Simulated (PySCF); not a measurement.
Molecule: SMILES C(C)[C@H](C)F, C4H9F.

Cartesian coordinates in Å; atom numbers follow the order of the lines, from 1:
```xyz
14

C     1.9050   -0.2788   -0.2754
C     0.6342    0.3372    0.2841
C    -0.6288   -0.2746   -0.2902
C    -1.9031    0.3162    0.2655
F    -0.6220   -1.6354   -0.0213
H     1.9791   -0.1247   -1.3640
H     1.9204   -1.3625   -0.0903
H     2.8018    0.1601    0.1861
H     0.6102    1.4227    0.0895
H     0.6026    0.2163    1.3810
H    -0.6163   -0.1729   -1.3925
H    -1.9704    1.3885    0.0297
H    -2.7806   -0.1895   -0.1622
H    -1.9346    0.1979    1.3595
```

Geometry PBE0-D3(BJ)/def2-SVP throughout; GIAO in PySCF 2.14.0 with density-fitted response routines, gas phase, one conformer, non-relativistic; equivalent atoms averaged; basis pcSseg-1.

Question: How do the absolute shieldings σ depend on the functional? (a selection of nuclei; ppm; last column core-seconds on shared hosts with different chips, so compare them loosely; the GGAs took longer than the global hybrids here, which isn't the general rule, and the cause wasn't traced)

Answer: 
```csv
functional,kind,C3,C2,C4,C1,F5,H11,H10,H12/H13/H14,H9,core-s
HF,Hartree–Fock,109.4,160.8,168.2,178.6,418.6,27.82,30.33,30.36,30.79,5.3
LDA,LDA,82.7,145.2,157.1,170.0,367.0,26.30,29.42,29.57,29.57,16
PBE,GGA,85.2,144.7,156.0,167.5,365.5,26.79,29.82,29.94,29.96,22
BLYP,GGA,78.8,138.7,150.6,162.0,363.8,26.96,29.97,30.09,30.10,21
BP86,GGA,84.9,144.6,155.6,167.0,367.5,26.86,29.87,30.00,30.05,20
OPBE,GGA,95.3,152.2,162.2,172.3,371.1,26.86,29.84,29.99,30.02,23
KT2,GGA,91.2,148.5,159.7,170.6,364.1,26.83,29.82,29.93,29.96,22
KT3,GGA,91.8,147.8,158.9,168.9,365.7,27.01,29.95,30.07,30.09,22
B97-D,GGA,86.1,144.2,155.1,165.7,370.2,27.02,30.00,30.13,30.17,21
B3LYP,global hybrid,85.9,144.3,155.1,166.4,378.4,27.13,29.99,30.10,30.23,13
PBE0,global hybrid,93.5,151.0,160.9,172.2,382.9,27.05,29.89,30.00,30.16,10
mPW1PW91,global hybrid,92.7,150.3,159.9,171.1,383.7,27.11,29.94,30.05,30.22,13
WP04,global hybrid,78.1,138.2,148.3,158.2,380.5,27.42,30.14,30.28,30.47,6.9
B97-2,global hybrid,93.6,150.4,160.1,171.0,382.6,27.15,30.00,30.10,30.24,6.9
BHandHLYP,global hybrid,95.2,151.0,160.4,171.7,395.7,27.36,30.07,30.14,30.39,7
CAM-B3LYP,range-separated hybrid,90.0,148.5,158.5,170.6,386.6,27.11,29.95,30.04,30.21,9.5
wB97X-D,range-separated hybrid,93.9,151.5,160.7,172.3,387.6,27.20,30.02,30.10,30.31,9.1
LC-wPBE,range-separated hybrid,98.7,157.1,165.1,177.2,395.2,27.17,29.97,30.05,30.29,13
```

Question: Which nucleus among those listed moves most, in ppm?

Answer: F5 (fluorine on an sp3 carbon): from 363.8 ppm with BLYP to 418.6 ppm with HF. The smallest spread is 0.78 ppm, at H12/H13/H14. Proton shifts span only some 12 ppm, so a few tenths of a ppm matter as much there as several ppm in carbon.
